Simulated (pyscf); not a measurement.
Single points on ωB97X-D3(BJ)/def2-SVP structures (PySCF, gas phase). Correlated levels are frozen-core, on RHF or UHF. ΔMP2 is the change of the MP2 total energy from the triple- to the quadruple-zeta basis.

Q: What are the homolytic bond dissociation enthalpies (298 K) of HGa=AsH at CCSD(T)/def2-TZVPP + ΔMP2(QZVPP), weakest first?

A: Ga–H to [Ga=AsH]• + H•: 66.8 kcal/mol; As–H to HGa=As• + H•: 74.3 kcal/mol. Ring and multiple bonds, and those that leave no two simple radicals, are not listed. The radicals are drawn with the spin at the cut bond; how far it spreads was not checked. HGa=AsH lies 12.3 kcal/mol over its isomer Ga–AsH₂ [singlet], and others may lie lower still (electronic energy, ωB97M-D3(BJ)). HGa=As• lies 10.3 kcal/mol over its isomer [Ga=AsH]•, and others may lie lower still (electronic energy, ωB97M-D3(BJ)). The CCSD(T) − MP2 part came from Ansatz, without density fitting, on the same reference. The frozen core leaves the outer d or s,p core shells of the metals and heavy elements correlated in the MP2 and CC values, and def2-TZVPP describes them poorly, which can shift differences by a few kcal/mol. The term symbol of open-shell HGa=As• was not checked; spin-orbit terms are left out. Elements up to Kr have no core potential and no relativistic terms here.
